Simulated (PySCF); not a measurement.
# NH3: NMR shieldings

Wanted: NMR shieldings for NH3 (`N`).

Computed with PySCF 2.14.0 and routines of our own; the level stands in each step. Atoms count from 0.

## Step 1: The starting structure

4 atoms, charge 0, multiplicity 1; geometry from: GFN2-xTB.

## Step 2: Relaxing the molecule at PBE0-D3(BJ)/def2-SVP

Job settings and geometry (Å):

```
{"job": {"xc": "PBE0", "basis": "def2-SVP", "d3": "d3bj", "grid": 1, "maxiter": 30, "shake": 0.01, "kind": "geom"}, "charge": 0, "multiplicity": 1}
N      0.025980    -0.022860     0.273520
H      0.918820    -0.200590    -0.108960
H     -0.650550    -0.702860    -0.095120
H     -0.256250     0.900940    -0.102450
```

Command:

```bash
$ OMP_NUM_THREADS=1 python heavy_run.py task.json out
```

The driver reads the jobs from task.json and runs them one after another.

Output:

```text
step   0  E = -56.43980887  max force = 0.036037
step   1  E = -56.42692814  max force = 0.098287
step   2  E = -56.43960991  max force = 0.022457
step   3  E = -56.44130332  max force = 0.005143
step   4  E = -56.44134688  max force = 0.000617
step   5  E = -56.44134781  max force = 0.000060
optimisation converged
```

It took 1.1 s on 1 thread of Arm Neoverse V2, shared host; peak memory 0.25 GiB.

Step by step: (the energy doesn't fall at every step)

```
step  energy from step 0 (eV)  largest force component (eV/Å)
   0                   0.0000                          1.8531
   1                   0.3505                          5.0541
   2                   0.0054                          1.1548
   3                  -0.0407                          0.2645
   4                  -0.0419                          0.0317
   5                  -0.0419                          0.0031
```

Close pairs (by a distance rule), those that changed most:

```
 bond  before (Å)  after (Å)  change (Å)
N0–H1       0.987      1.020      +0.032
N0–H3       1.037      1.020      -0.017
N0–H2       1.028      1.020      -0.008
```

The end geometry stands in the next job.

```
                         at the end point                value
  point group (found at 0.08 Å tolerance)                  C3v
rotational constants (GHz, main isotopes)  291.8, 291.8, 190.8
                        dipole moment (D)                 1.79
```

## Step 3: NMR shieldings: PBE0/pcJ-1, spin–orbit

Job settings and geometry (Å):

```
{"job": {"xc": "PBE0", "basis": {"default": "pcJ-1"}, "rel": "so", "kind": "hnmr"}, "charge": 0, "multiplicity": 1}
N     -0.286666    -0.001050    -0.075089
H      0.311137    -0.119647    -0.892752
H      0.041200     0.852756     0.375917
H     -0.027523    -0.756616     0.559004
```

Level: PBE0/pcJ-1 GIAO NMR shielding, X2C with spin-orbit coupling, screened-nuclear two-electron part, Gaussian nuclei, gas phase.

Output:

```text
spin-free SCF
coarse grid: 2928 points
cycle   1  E = -56.4875318497  dE = -1.021e-01  |g| = 3.738e-01  |ddm| = 1.168e+00
cycle   2  E = -56.4729135921  dE =  1.462e-02  |g| = 4.681e-01  |ddm| = 4.784e-01
cycle   3  E = -56.5174915869  dE = -4.458e-02  |g| = 1.988e-02  |ddm| = 2.585e-01
cycle   4  E = -56.5175548214  dE = -6.323e-05  |g| = 3.126e-03  |ddm| = 1.253e-02
cycle   5  E = -56.5175565244  dE = -1.703e-06  |g| = 1.547e-04  |ddm| = 1.722e-03
final grid: 27112 points
cycle   6  E = -56.5198878657  dE = -1.196e-05  |g| = 5.572e-03  |ddm| = 6.954e-03
cycle   7  E = -56.5198838021  dE =  4.064e-06  |g| = 7.317e-03  |ddm| = 6.681e-03
cycle   8  E = -56.5198941784  dE = -1.038e-05  |g| = 1.044e-04  |ddm| = 3.682e-03
cycle   9  E = -56.5198941806  dE = -2.201e-09  |g| = 1.819e-05  |ddm| = 6.574e-05
converged SCF energy = -56.5198941806
two-component SCF
cycle   1  E = -56.5198938781  dE = -5.652e+01  |FDS-SDF| = 4.012e-03
cycle   2  E = -56.5198948303  dE = -9.523e-07  |FDS-SDF| = 2.445e-04
cycle   3  E = -56.5198948606  dE = -3.027e-08  |FDS-SDF| = 4.523e-05
cycle   4  E = -56.5198948622  dE = -1.641e-09  |FDS-SDF| = 1.477e-05
converged, E = -56.5198948622

Field gradients (au) and densities at the nuclei (bohr^-3)
atom        Vxx        Vyy        Vzz        centre      nuclear mean
  0 N      0.4869     0.4870    -0.9739        204.434        204.429
  1 H     -0.1621    -0.2187     0.3809          0.476          0.476
  2 H     -0.1622    -0.2188     0.3810          0.476          0.476
  3 H     -0.1621    -0.2187     0.3807          0.476          0.476

Core orbital energies (eV)
atom   shell        mean    spread

Shielding tensors (ppm)
atom      isotropic    diamagn.    paramagn.     s11        s22        s33       span
  0 N       268.60      314.91      -46.31     232.07     286.85     286.88      54.81
  1 H        31.82       30.42        1.40      26.07      26.85      42.55      16.48
  2 H        31.82       30.44        1.39      26.07      26.85      42.55      16.48
  3 H        31.82       30.43        1.39      26.07      26.85      42.55      16.48
```

It took 1.5 s on 1 thread of Arm Neoverse V2, shared host; peak memory 0.33 GiB.

Key values:

```
                       quantity      value
energy from spin-orbit coupling  0.0000 Eh
```

## Step 4: NMR shieldings: PBE0/pcJ-1, spin–orbit

Job settings and geometry (Å):

```
{"job": {"xc": "PBE0", "basis": {"default": "pcJ-1"}, "rel": "so", "snso": false, "kind": "hnmr"}, "charge": 0, "multiplicity": 1}
N     -0.286666    -0.001050    -0.075089
H      0.311137    -0.119647    -0.892752
H      0.041200     0.852756     0.375917
H     -0.027523    -0.756616     0.559004
```

Method: PBE0/pcJ-1 GIAO NMR shielding, X2C with spin-orbit coupling, one-electron part alone, Gaussian nuclei, gas phase.

Output:

```text
spin-free SCF
coarse grid: 2928 points
cycle   1  E = -56.4875318497  dE = -1.021e-01  |g| = 3.738e-01  |ddm| = 1.168e+00
cycle   2  E = -56.4729135921  dE =  1.462e-02  |g| = 4.681e-01  |ddm| = 4.784e-01
cycle   3  E = -56.5174915869  dE = -4.458e-02  |g| = 1.988e-02  |ddm| = 2.585e-01
cycle   4  E = -56.5175548214  dE = -6.323e-05  |g| = 3.126e-03  |ddm| = 1.253e-02
cycle   5  E = -56.5175565244  dE = -1.703e-06  |g| = 1.547e-04  |ddm| = 1.722e-03
final grid: 27112 points
cycle   6  E = -56.5198878657  dE = -1.196e-05  |g| = 5.572e-03  |ddm| = 6.954e-03
cycle   7  E = -56.5198838021  dE =  4.064e-06  |g| = 7.317e-03  |ddm| = 6.681e-03
cycle   8  E = -56.5198941784  dE = -1.038e-05  |g| = 1.044e-04  |ddm| = 3.682e-03
cycle   9  E = -56.5198941806  dE = -2.201e-09  |g| = 1.819e-05  |ddm| = 6.574e-05
converged SCF energy = -56.5198941806
two-component SCF
cycle   1  E = -56.5198936180  dE = -5.652e+01  |FDS-SDF| = 5.580e-03
cycle   2  E = -56.5198954791  dE = -1.861e-06  |FDS-SDF| = 3.466e-04
cycle   3  E = -56.5198955421  dE = -6.303e-08  |FDS-SDF| = 6.494e-05
cycle   4  E = -56.5198955457  dE = -3.553e-09  |FDS-SDF| = 1.441e-05
converged, E = -56.5198955457

Field gradients (au) and densities at the nuclei (bohr^-3)
atom        Vxx        Vyy        Vzz        centre      nuclear mean
  0 N      0.4869     0.4870    -0.9739        204.434        204.429
  1 H     -0.1621    -0.2187     0.3809          0.476          0.476
  2 H     -0.1622    -0.2188     0.3810          0.476          0.476
  3 H     -0.1621    -0.2187     0.3807          0.476          0.476

Core orbital energies (eV)
atom   shell        mean    spread

Shielding tensors (ppm)
atom      isotropic    diamagn.    paramagn.     s11        s22        s33       span
  0 N       268.61      314.93      -46.32     232.13     286.83     286.86      54.73
  1 H        31.84       30.42        1.42      26.08      26.88      42.55      16.47
  2 H        31.84       30.44        1.40      26.08      26.88      42.55      16.47
  3 H        31.83       30.43        1.41      26.08      26.88      42.55      16.47
```

Run time: 1.4 s. Hardware: 1 thread of Arm Neoverse V2, shared host; peak memory 0.33 GiB.

From this job:

```
                       quantity      value
energy from spin-orbit coupling  0.0000 Eh
```

## Step 5: NMR shieldings: PBE0/pcJ-1, spin-free

Job settings and geometry (Å):

```
{"job": {"xc": "PBE0", "basis": {"default": "pcJ-1"}, "rel": "sf", "kind": "hnmr"}, "charge": 0, "multiplicity": 1}
N     -0.286666    -0.001050    -0.075089
H      0.311137    -0.119647    -0.892752
H      0.041200     0.852756     0.375917
H     -0.027523    -0.756616     0.559004
```

Level: PBE0/pcJ-1 GIAO NMR shielding, spin-free X2C, Gaussian nuclei, gas phase.

Output:

```text
spin-free SCF
coarse grid: 2928 points
cycle   1  E = -56.4875318497  dE = -1.021e-01  |g| = 3.738e-01  |ddm| = 1.168e+00
cycle   2  E = -56.4729135921  dE =  1.462e-02  |g| = 4.681e-01  |ddm| = 4.784e-01
cycle   3  E = -56.5174915869  dE = -4.458e-02  |g| = 1.988e-02  |ddm| = 2.585e-01
cycle   4  E = -56.5175548214  dE = -6.323e-05  |g| = 3.126e-03  |ddm| = 1.253e-02
cycle   5  E = -56.5175565244  dE = -1.703e-06  |g| = 1.547e-04  |ddm| = 1.722e-03
final grid: 27112 points
cycle   6  E = -56.5198878657  dE = -1.196e-05  |g| = 5.572e-03  |ddm| = 6.954e-03
cycle   7  E = -56.5198838021  dE =  4.064e-06  |g| = 7.317e-03  |ddm| = 6.681e-03
cycle   8  E = -56.5198941784  dE = -1.038e-05  |g| = 1.044e-04  |ddm| = 3.682e-03
cycle   9  E = -56.5198941806  dE = -2.201e-09  |g| = 1.819e-05  |ddm| = 6.574e-05
converged SCF energy = -56.5198941806
check of the scalar solution
cycle   1  E = -56.5198941806  dE = -5.652e+01  |FDS-SDF| = 1.819e-05
cycle   2  E = -56.5198941807  dE = -6.843e-11  |FDS-SDF| = 9.032e-06
converged, E = -56.5198941807

Field gradients (au) and densities at the nuclei (bohr^-3)
atom        Vxx        Vyy        Vzz        centre      nuclear mean
  0 N      0.4869     0.4870    -0.9738        204.434        204.429
  1 H     -0.1621    -0.2187     0.3809          0.476          0.476
  2 H     -0.1622    -0.2188     0.3810          0.476          0.476
  3 H     -0.1621    -0.2187     0.3807          0.476          0.476

Core orbital energies (eV)
atom   shell        mean    spread

Shielding tensors (ppm)
atom      isotropic    diamagn.    paramagn.     s11        s22        s33       span
  0 N       266.61      316.35      -49.74     230.01     284.90     284.92      54.92
  1 H        31.79       30.42        1.37      26.03      26.80      42.55      16.52
  2 H        31.80       30.44        1.36      26.03      26.80      42.55      16.52
  3 H        31.79       30.43        1.36      26.03      26.80      42.55      16.52
```

Run time: 0.7 s. Hardware: 1 thread of Arm Neoverse V2, shared host; peak memory 0.33 GiB.

## Step 6: NMR shieldings: PBE0/pcJ-1, spin-free

Job settings and geometry (Å):

```
{"job": {"xc": "PBE0", "basis": {"default": "pcJ-1"}, "rel": "sf", "two": true, "kind": "hnmr"}, "charge": 0, "multiplicity": 1}
N     -0.286666    -0.001050    -0.075089
H      0.311137    -0.119647    -0.892752
H      0.041200     0.852756     0.375917
H     -0.027523    -0.756616     0.559004
```

Level: PBE0/pcJ-1 GIAO NMR shielding, X2C without spin-orbit coupling but with the spin-dependent field terms, Gaussian nuclei, gas phase.

Output:

```text
spin-free SCF
coarse grid: 2928 points
cycle   1  E = -56.4875318497  dE = -1.021e-01  |g| = 3.738e-01  |ddm| = 1.168e+00
cycle   2  E = -56.4729135921  dE =  1.462e-02  |g| = 4.681e-01  |ddm| = 4.784e-01
cycle   3  E = -56.5174915869  dE = -4.458e-02  |g| = 1.988e-02  |ddm| = 2.585e-01
cycle   4  E = -56.5175548214  dE = -6.323e-05  |g| = 3.126e-03  |ddm| = 1.253e-02
cycle   5  E = -56.5175565244  dE = -1.703e-06  |g| = 1.547e-04  |ddm| = 1.722e-03
final grid: 27112 points
cycle   6  E = -56.5198878657  dE = -1.196e-05  |g| = 5.572e-03  |ddm| = 6.954e-03
cycle   7  E = -56.5198838021  dE =  4.064e-06  |g| = 7.317e-03  |ddm| = 6.681e-03
cycle   8  E = -56.5198941784  dE = -1.038e-05  |g| = 1.044e-04  |ddm| = 3.682e-03
cycle   9  E = -56.5198941806  dE = -2.201e-09  |g| = 1.819e-05  |ddm| = 6.574e-05
converged SCF energy = -56.5198941806
two-component SCF
cycle   1  E = -56.5198941806  dE = -5.652e+01  |FDS-SDF| = 1.819e-05
cycle   2  E = -56.5198941807  dE = -6.820e-11  |FDS-SDF| = 9.032e-06
converged, E = -56.5198941807

Field gradients (au) and densities at the nuclei (bohr^-3)
atom        Vxx        Vyy        Vzz        centre      nuclear mean
  0 N      0.4869     0.4870    -0.9738        204.434        204.429
  1 H     -0.1621    -0.2187     0.3809          0.476          0.476
  2 H     -0.1622    -0.2188     0.3810          0.476          0.476
  3 H     -0.1621    -0.2187     0.3807          0.476          0.476

Core orbital energies (eV)
atom   shell        mean    spread

Shielding tensors (ppm)
atom      isotropic    diamagn.    paramagn.     s11        s22        s33       span
  0 N       268.62      314.91      -46.29     232.00     286.92     286.94      54.94
  1 H        31.79       30.42        1.37      26.03      26.80      42.55      16.52
  2 H        31.79       30.44        1.36      26.03      26.80      42.55      16.52
  3 H        31.79       30.43        1.36      26.03      26.80      42.55      16.52
```

Run time: 1.3 s. Hardware: 1 thread of Arm Neoverse V2, shared host; peak memory 0.33 GiB.

## Step 7: NMR shieldings: PBE0/pcJ-1, non-relativistic

Job settings and geometry (Å):

```
{"job": {"xc": "PBE0", "basis": {"default": "pcJ-1"}, "rel": "nr", "kind": "hnmr"}, "charge": 0, "multiplicity": 1}
N     -0.286666    -0.001050    -0.075089
H      0.311137    -0.119647    -0.892752
H      0.041200     0.852756     0.375917
H     -0.027523    -0.756616     0.559004
```

Level: PBE0/pcJ-1 GIAO NMR shielding, non-relativistic, Gaussian nuclei, gas phase.

Output:

```text
non-relativistic SCF
coarse grid: 2928 points
cycle   1  E = -56.4587107672  dE = -1.022e-01  |g| = 3.704e-01  |ddm| = 1.168e+00
cycle   2  E = -56.4444949993  dE =  1.422e-02  |g| = 4.635e-01  |ddm| = 4.745e-01
cycle   3  E = -56.4881990572  dE = -4.370e-02  |g| = 1.989e-02  |ddm| = 2.557e-01
cycle   4  E = -56.4882619482  dE = -6.289e-05  |g| = 3.219e-03  |ddm| = 1.257e-02
cycle   5  E = -56.4882637600  dE = -1.812e-06  |g| = 1.578e-04  |ddm| = 1.768e-03
final grid: 27112 points
cycle   6  E = -56.4905145610  dE = -1.178e-05  |g| = 5.589e-03  |ddm| = 6.956e-03
cycle   7  E = -56.4905104855  dE =  4.076e-06  |g| = 7.333e-03  |ddm| = 6.696e-03
cycle   8  E = -56.4905209095  dE = -1.042e-05  |g| = 1.035e-04  |ddm| = 3.690e-03
cycle   9  E = -56.4905209117  dE = -2.165e-09  |g| = 1.817e-05  |ddm| = 6.540e-05
converged SCF energy = -56.4905209117
check of the scalar solution
cycle   1  E = -56.4905209117  dE = -5.649e+01  |FDS-SDF| = 1.817e-05
cycle   2  E = -56.4905209117  dE = -6.861e-11  |FDS-SDF| = 9.040e-06
converged, E = -56.4905209117

Field gradients (au) and densities at the nuclei (bohr^-3)
atom        Vxx        Vyy        Vzz        centre      nuclear mean
  0 N      0.4870     0.4871    -0.9741        203.148        203.142
  1 H     -0.1623    -0.2189     0.3812          0.476          0.476
  2 H     -0.1623    -0.2190     0.3813          0.476          0.476
  3 H     -0.1622    -0.2188     0.3810          0.476          0.476

Core orbital energies (eV)
atom   shell        mean    spread

Shielding tensors (ppm)
atom      isotropic    diamagn.    paramagn.     s11        s22        s33       span
  0 N       266.59      316.31      -49.72     229.97     284.89     284.92      54.95
  1 H        31.80       30.43        1.37      26.03      26.80      42.56      16.53
  2 H        31.80       30.45        1.35      26.04      26.80      42.57      16.53
  3 H        31.80       30.44        1.36      26.03      26.80      42.56      16.53
```

Wall time 0.65 s (1 thread of Arm Neoverse V2, shared host); peak memory 0.33 GiB.

## Step 8: NMR shieldings: GIAO PBE0/pcJ-1, non-relativistic

Job settings and geometry (Å):

```
{"job": {"xc": "PBE0", "basis": {"default": "pcJ-1"}, "rel": "ecp", "pop": false, "kind": "hnmr"}, "charge": 0, "multiplicity": 1}
N     -0.286666    -0.001050    -0.075089
H      0.311137    -0.119647    -0.892752
H      0.041200     0.852756     0.375917
H     -0.027523    -0.756616     0.559004
```

Method: GIAO PBE0/pcJ-1 NMR shielding, scalar-relativistic core potentials on the heavy atoms, no spin-orbit coupling, gas phase.

Output:

```text
coarse grid: 2928 points
cycle   1  E = -56.4587178422  dE = -1.022e-01  |g| = 3.704e-01  |ddm| = 1.168e+00
cycle   2  E = -56.4445020535  dE =  1.422e-02  |g| = 4.635e-01  |ddm| = 4.745e-01
cycle   3  E = -56.4882061581  dE = -4.370e-02  |g| = 1.989e-02  |ddm| = 2.557e-01
cycle   4  E = -56.4882690491  dE = -6.289e-05  |g| = 3.219e-03  |ddm| = 1.257e-02
cycle   5  E = -56.4882708610  dE = -1.812e-06  |g| = 1.578e-04  |ddm| = 1.768e-03
final grid: 27112 points
cycle   6  E = -56.4905216694  dE = -1.178e-05  |g| = 5.589e-03  |ddm| = 6.956e-03
cycle   7  E = -56.4905175939  dE =  4.076e-06  |g| = 7.333e-03  |ddm| = 6.696e-03
cycle   8  E = -56.4905280179  dE = -1.042e-05  |g| = 1.035e-04  |ddm| = 3.690e-03
cycle   9  E = -56.4905280200  dE = -2.166e-09  |g| = 1.817e-05  |ddm| = 6.540e-05
cycle  10  E = -56.4905280201  dE = -8.149e-11  |g| = 2.969e-06  |ddm| = 2.163e-05
converged SCF energy = -56.4905280201

GIAO shielding tensors (ppm)
atom      isotropic    diamagn.    paramagn.     s11        s22        s33       span
  0 N      266.595     316.308     -49.713    229.968    284.896    284.921     54.953
  1 H       31.800      30.434       1.365     26.034     26.802     42.563     16.529
  2 H       31.801      30.449       1.351     26.035     26.802     42.565     16.530
  3 H       31.798      30.441       1.358     26.033     26.801     42.561     16.528
```

It took 0.49 s on 1 thread of Arm Neoverse V2, shared host; peak memory 0.33 GiB.

No atom here is heavy enough for this basis to carry a core potential, so the run is all-electron and non-relativistic.

## Step 9: Shieldings side by side

```
                                                          run     N0    H1    H2    H3    time
                               step 3, PBE0/pcJ-1, spin–orbit  268.6  31.8  31.8  31.8   1.5 s
     step 4, PBE0/pcJ-1, spin–orbit (one-electron part alone)  268.6  31.8  31.8  31.8   1.4 s
                                step 5, PBE0/pcJ-1, spin-free  266.6  31.8  31.8  31.8   0.7 s
step 6, PBE0/pcJ-1, spin-free with spin-dependent field terms  268.6  31.8  31.8  31.8   1.3 s
                         step 7, PBE0/pcJ-1, non-relativistic  266.6  31.8  31.8  31.8  0.65 s
                    step 8, GIAO PBE0/pcJ-1, non-relativistic  266.6  31.8  31.8  31.8  0.49 s
```

## Step 10: Outcome

| quantity | value |
| --- | --- |
| point group | C3v |
| rotational constants (main isotopes) | 291.80, 291.76, 190.81 GHz |
| energy from spin-orbit coupling (step 3, PBE0/pcJ-1, spin–orbit) | 0.0000 Eh |
| shieldings (step 3, PBE0/pcJ-1, spin–orbit) | N0 268.6, H1 31.8, H2 31.8, H3 31.8 ppm |
| energy from spin-orbit coupling (step 4, PBE0/pcJ-1, spin–orbit (one-electron part alone)) | 0.0000 Eh |
| shieldings (step 4, PBE0/pcJ-1, spin–orbit (one-electron part alone)) | N0 268.6, H1 31.8, H2 31.8, H3 31.8 ppm |
| shieldings (step 5, PBE0/pcJ-1, spin-free) | N0 266.6, H1 31.8, H2 31.8, H3 31.8 ppm |
| shieldings (step 6, PBE0/pcJ-1, spin-free with spin-dependent field terms) | N0 268.6, H1 31.8, H2 31.8, H3 31.8 ppm |
| shieldings (step 7, PBE0/pcJ-1, non-relativistic) | N0 266.6, H1 31.8, H2 31.8, H3 31.8 ppm |
| shieldings (step 8, GIAO PBE0/pcJ-1, non-relativistic) | N0 266.6, H1 31.8, H2 31.8, H3 31.8 ppm |

**Reading.** The optimisation took 5 steps and gained 0.042 eV; among the close pairs (by a distance rule), N0–H1 changed most, from 0.987 to 1.020 Å. In step 3, N0 has the widest tensor, 55 ppm. N0 moves most between the runs, by 2 ppm; the labels say what changes from run to run.
